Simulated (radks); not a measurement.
# O²⁺ in [He] 2s2 2p2: an all-electron calculation

An exercise on one series of results from a longer session: the logs are not shown, and one member is left open.

Program: radks (a radial shooting solver on a logarithmic mesh, Libxc functionals) version 1. Level of theory: Dirac Kohn-Sham, PBE, spin-unpolarised, spherical densities, finite nucleus; open shells are shared between the two j in proportion to 2j + 1. These are calculated values, not measurements, unless marked.

## Starting point

* element: oxygen (Z = 8)
* charge: +2
* electrons: 6
* configuration: [He] 2s2 2p2
* nuclear rms radius: 2.6991 fm

Outer shells as boxes (Hund's rule):

O²⁺
```
[He] core
2s [↑↓]
2p [↑ ][↑ ][  ]
```

Set-up of the first run:

Input:

```text
Z 8
configuration [He] 2s2 2p2
relativity Dirac
functional pbe,pbe
spin unpolarised
j_filling average
nucleus finite rms 2.6991 fm
c 137.035999084
```

One table of the session follows, with a row left open; its other results are not shown here.

It belongs to the step «Radial structure». Sizes of the orbitals, from the radial functions (bohr):

```
level     <r>  outermost maximum (interpolated)  90 % within
1s1/2  0.1993                             0.129        0.357
2s1/2   1.029                             0.831         1.61
2p1/2       ?                                 ?            ?
2p3/2   1.002                             0.743         1.67
```

**Question.** Estimate the row for 2p1/2.

**Answer.** <r>: 1.001; outermost maximum (interpolated): 0.742; 90 % within: 1.67. In the column «<r>» it lies between 1s1/2 (0.1993) and 2p3/2 (1.002).

To keep in mind: Spin polarisation and multiplet splitting are left out.
